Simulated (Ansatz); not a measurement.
**NHO2 (triplet): relaxing a cheap start**

Aim: relax a generated start of NHO2 (triplet) and see which bonds hold.

Program: Ansatz 0.2.0, Gaussian basis. Level of theory: UKS PBE0/def2-TZVP. These are calculated values, not measurements.

## (1) Starting geometry

4 atoms, charge 0, spin multiplicity 3.

Atoms are counted from 1 here; the program's logs count them from 0.

Bond lengths: O1–N2 1.365 Å, O1–H4 0.968 Å, N2–O3 1.223 Å. Angles: N2–O1–H4 106.7°, O1–N2–O3 127.0°.

The start was built by rule and, where that kept it together, relaxed with GFN2-xTB. Sticks and bond lists go by distance. 

## (2) Relaxation

Contents of in.yaml:

```yaml
crystal:
  periodic: [false, false, false]
  atoms:
    - {symbol: O, position_ang: [-1.146883, -0.163621, -0.001475]}
    - {symbol: N, position_ang: [0.102091, 0.386500, 0.002649]}
    - {symbol: O, position_ang: [1.169329, -0.210804, -0.001052]}
    - {symbol: H, position_ang: [-1.774987, 0.572441, 0.003306]}
basis:
  gaussian: {orbitals: def2-TZVP}
magnetization: {spin_polarized: true, initial_magnetization: 2}
hamiltonian: {xc: pbe0}
relax: {f_tol: 0.004, max_steps: 80}
```

Started as:

```
$ ansatz run in.yaml --threads 1 --pin off --events-out ev --progress --plain --max-ram 2176MiB
```

**Question.** What will these runs give? Wanted: energy gained; shift from the start; total energy; dipole moment; ⟨S²⟩.

The runs gave:

```
                  quantity          value
                     steps              5
             energy gained       0.077 eV
shift from the start (rms)        0.043 Å
              total energy  -5591.8625 eV
             dipole moment         2.55 D
                      ⟨S²⟩          2.010
```

What this shows: The bonds of the start are those of the end. O1–N2 went from 1.365 to 1.395 Å. No vibrations were run, so this is a stationary point, not a proven minimum, and this spin need not be the ground state's.
